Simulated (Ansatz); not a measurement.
The input, for Ansatz 0.2.0:

```yaml
crystal:
  periodic: [false, false, false]
  atoms:
    - {symbol: Al, position_ang: [0.000000, 0.000000, 0.105100]}
    - {symbol: C, position_ang: [0.000000, 0.000000, -1.811100]}
    - {symbol: H, position_ang: [0.000000, 0.000000, 1.706000]}
basis:
  gaussian: {orbitals: 6-31G}
magnetization: {spin_polarized: false, initial_magnetization: 2}
correlation: {method: fic_mrcisd_q, electrons: outside_noble_gas, active_space: {window: {electrons: 8, orbitals: 9}, shells: [{species: Al, l: s, shell: 3}, {species: Al, l: p, shell: 3}, {species: C, l: s, shell: 2}, {species: C, l: p, shell: 2}, {species: H, l: s, shell: 1}]}}
```

```sh
$ ansatz run in.yaml --threads 1 --pin off --events-out ev --progress --plain --max-ram 2393MiB
```

**Question.** Roughly how long does this take on 1 thread of Arm Neoverse V1, shared host, and how much host memory?

**Answer.** 4.5 s wall and 0.32 GiB.

```
501 factors; integrals over basis functions are off by at most 1.2e-7 eV
mean field evaluation 1: about -7621.8215 eV, gradient 1.1e1 eV
mean field evaluation 2: about -7621.8236 eV, gradient 1.1e1 eV
mean field evaluation 4: about -7622.3101 eV, gradient 3.5e0 eV
mean field evaluation 8: about -7622.3625 eV, gradient 1.2e-1 eV
mean field evaluation 16: about -7621.5980 eV, gradient 2.6e-1 eV
mean field evaluation 32: about -7622.3627 eV, gradient 9.1e-2 eV
mean field -7622.36282752 eV, -280.1166672883 hartree, gradient 4.4e-6 eV, S^2 2.000000; 7 other end points of the search recorded, 0 dependent functions left out
reference -7622.36282752 eV, -280.1166672883 hartree; 11, 9 occupied and 13, 15 virtual orbitals, 501 factors
state -7624.82101005 eV, -280.2070038302 hartree
contracted CI cycle   1: correlation 0.00000000 eV, 0.0000000000 hartree, residual 6.78e0 eV
contracted CI cycle   2: correlation -0.88629889 eV, -0.0325708833 hartree, residual 1.53e0 eV
contracted CI cycle   3: correlation -0.92956789 eV, -0.0341609898 hartree, residual 3.56e-1 eV
contracted CI cycle   4: correlation -0.93208778 eV, -0.0342535940 hartree, residual 9.58e-2 eV
contracted CI cycle   5: correlation -0.93226538 eV, -0.0342601206 hartree, residual 2.58e-2 eV
contracted CI cycle   6: correlation -0.93227868 eV, -0.0342606096 hartree, residual 7.40e-3 eV
contracted CI cycle   7: correlation -0.93227978 eV, -0.0342606499 hartree, residual 1.95e-3 eV
contracted CI cycle   8: correlation -0.93227985 eV, -0.0342606526 hartree, residual 5.09e-4 eV
state -7624.82101005 eV, -280.2070038302 hartree; corrected -7625.77426215 eV, -280.2420351987 hartree
Total energy: -7625.77426215 eV, -280.2420351987 hartree
Checks for a lower state left out: starts, orbital_swaps
```

Natural occupations: 1.9723 1.9651 1.9066 0.9741 0.9741 0.0937 0.0480 0.0480 0.0180.

For the same geometry and basis full CI lies 13.5 meV lower.
